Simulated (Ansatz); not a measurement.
C3H4N2, SMILES `C=NC1C=N1`, 9 atoms. Total charge 0; spin multiplicity 1. All runs use 2 threads of an Arm Neoverse V1 on a shared host. Correlated methods freeze the cores.

Give the basis size and wall time and peak host memory of each of these runs in Ansatz. RKS PBE0-D4/def2-QZVPP energy; RKS CAM-B3LYP-D4/def2-TZVPP energy; RHF-CCSD(T)/def2-TZVPP energy; RKS PBE0-D4/def2-TZVP frequencies; RHF-MP2/def2-QZVPP energy; RKS B3LYP-D4/def2-TZVPP energy and forces; RKS BLYP-D4/def2-TZVPP energy; RKS ωB97M-V/def2-QZVPP energy; RKS PBE0-D4/def2-SVP energy; RKS r2SCAN0-D4/def2-TZVPP energy; RHF-CCSD(T)/def2-SVP energy; RKS PBE0-D4/def2-TZVP relaxation (13 steps). (Estimate.)

Ansatz gave: Other jobs shared the machine, so times are rough.

```
                      level                    job  functions  wall time  peak host memory (GiB)
       RKS PBE0-D4/def2-SVP                 energy         90      1.2 s                    0.16
     RKS BLYP-D4/def2-TZVPP                 energy        211      2.5 s                    0.22
RKS CAM-B3LYP-D4/def2-TZVPP                 energy        211      3.4 s                    0.43
    RKS B3LYP-D4/def2-TZVPP      energy and forces        211      4.8 s                    0.44
  RKS r2SCAN0-D4/def2-TZVPP                 energy        211      4.9 s                    0.39
       RHF-CCSD(T)/def2-SVP                 energy         90      4.9 s                    0.34
     RKS PBE0-D4/def2-QZVPP                 energy        405        8 s                       1
     RKS ωB97M-V/def2-QZVPP                 energy        405       18 s                     1.2
         RHF-MP2/def2-QZVPP                 energy        405       25 s                     2.1
      RKS PBE0-D4/def2-TZVP  relaxation (13 steps)        179       48 s                    0.37
     RHF-CCSD(T)/def2-TZVPP                 energy        211      110 s                     3.2
      RKS PBE0-D4/def2-TZVP            frequencies        179    2.3 min                    0.37
```

B3LYP here is the variant with VWN-RPA as its local correlation; programs differ in this.
